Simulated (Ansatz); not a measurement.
**One arrangement of a pair**

The pair of HF (SMILES F, atoms 1–2) and CH$_{4}$O (SMILES CO, atoms 3–8), both closed shells, in one local arrangement (a lower one may exist), relaxed at PBE0-D4/def2-TZVP:

| atom | x (Å) | y (Å) | z (Å) |
| --- | --- | --- | --- |
| F1 | -0.2433 | 0.0962 | -2.4651 |
| H2 | 0.0388 | 0.3434 | -1.5968 |
| C3 | 0.0134 | -0.4210 | 0.7997 |
| O4 | 0.4082 | 0.6572 | -0.0381 |
| H5 | 0.4748 | -1.3192 | 0.3926 |
| H6 | -1.0722 | -0.5543 | 0.8025 |
| H7 | 0.3692 | -0.2732 | 1.8228 |
| H8 | 0.0111 | 1.4708 | 0.2825 |

Ansatz 0.2.0; basis: def2-TZVPPD, with def2-QZVPPD for the basis limit; cores frozen in the correlated methods. B3LYP uses VWN-RPA correlation. Extrapolation: Hartree–Fock as exp(−7.88 √X), correlation as X^−2.97. Interaction energies count from these two fragments, frozen as in the pair, with the counterpoise correction; negative means bound.

Problem. What is the interaction energy by CCSD(T) at an estimated basis limit (MP2 extrapolated from triple and quadruple zeta, plus CCSD(T) − MP2 in triple zeta)? (An estimate is asked for; the value comes from the calculation.)

Solution. The calculation gives: -10.11 kcal/mol. Hartree–Fock alone gives -8.34 kcal/mol at the basis limit. It counts from the two fragments frozen as in the pair.

The same quantity by other methods in triple zeta, and each one's difference from that estimate:
| method | E_int (kcal/mol) | difference |
| --- | --- | --- |
| PBE-D4 | -10.67 | -0.57 |
| revPBE-D4 | -9.32 | 0.79 |
| BLYP-D4 | -9.94 | 0.17 |
| r2SCAN-D4 | -10.93 | -0.82 |
| B97M-V | -9.96 | 0.15 |
| PBE0-D4 | -10.84 | -0.74 |
| B3LYP-D4 | -10.54 | -0.43 |
| HSE06-D4 | -10.81 | -0.70 |
| wB97X-V | -10.37 | -0.26 |
| wB97M-V | -10.21 | -0.10 |
| B2PLYP | -9.86 | 0.24 |
| HF | -8.32 | 1.78 |
| MP2 | -9.55 | 0.55 |
| CCSD | -9.17 | 0.93 |
| CCSD(T) | -9.46 | 0.65 |
Differences are method less estimate.

Problem. Which atoms make the shortest contact between the fragments?

Solution. H2 and O4, 1.63 Å apart.

Energy to bend the free fragments (PBE0-D4 minima) into their shapes in the pair, CCSD(T)/def2-TZVPPD: HF 0.47 kcal/mol; CH$_{4}$O -0.04 kcal/mol. This must be added to the interaction energy to get the binding energy from relaxed fragments.

Basis-set superposition shift (counterpoise-corrected less uncorrected): CCSD(T) 0.80; MP2 0.79; HF 0.07; PBE0-D4 0.07; wB97M-V 0.08 kcal/mol.

T1 diagnostic: at most 0.011.

For scale, one of the runs: CCSD(T)/def2-TZVPPD, 202 basis functions, launched by `ansatz run in.yaml --threads 2 --pin off --events-out ev --progress --plain --max-ram 5222MiB`. The run took 25 s on 2 CPU threads of an AMD EPYC 9R45 (shared host), with 2.7 GiB of host memory at its peak.
